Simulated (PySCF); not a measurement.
These are PySCF 2.14.0 with ωB97X-D3(BJ)/def2-TZVP // PBE0-D3(BJ)/def2-TZVP values and carry that method's errors. Gas-phase values, no solvent. 

Reference species (SMILES): `C=[SiH]` (neutral, multiplicity 2).

```
Quantity       Result
-------------  ------
dipole moment  0.79 D
```

Changed species: `C[O]` (radical fragment; the reference has radical fragment).

Question: What does the change do to the dipole moment?

Answer: the dipole moment goes up by 1.25 D, to 2.04 D.
